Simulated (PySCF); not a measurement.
nitrogen trifluoride (F3N), SMILES FN(F)F. Atoms are numbered in the order given.

```xyz
4

F     -1.0709     0.6183    -0.1252
N      0.0000     0.0000     0.4827
F      0.0000    -1.2366    -0.1252
F      1.0709     0.6183    -0.1252
```
Charge 0, spin multiplicity 1.

Coordinates come from a B3LYP-D3(BJ)/def2-TZVP optimisation.

Computed with B3LYP/pcJ-1 in PySCF.

Isotropic couplings with Fermi-contact, spin-dipole and both spin-orbit terms, one fixed conformer, no vibrational averaging. Isotopes: 14N, 19F.

Estimate the spin–spin coupling constants. (An estimate is asked for; the answer gives what the named calculation found.)


| pair | bonds apart | J (Hz) |
|---|---|---|
| F1–N2 | 1 | -187.0 |
| N2–F3 | 1 | -187.0 |
| N2–F4 | 1 | -187.0 |
| F1–F3 | 2 | 351.0 |
| F1–F4 | 2 | 351.0 |
| F3–F4 | 2 | 351.0 |
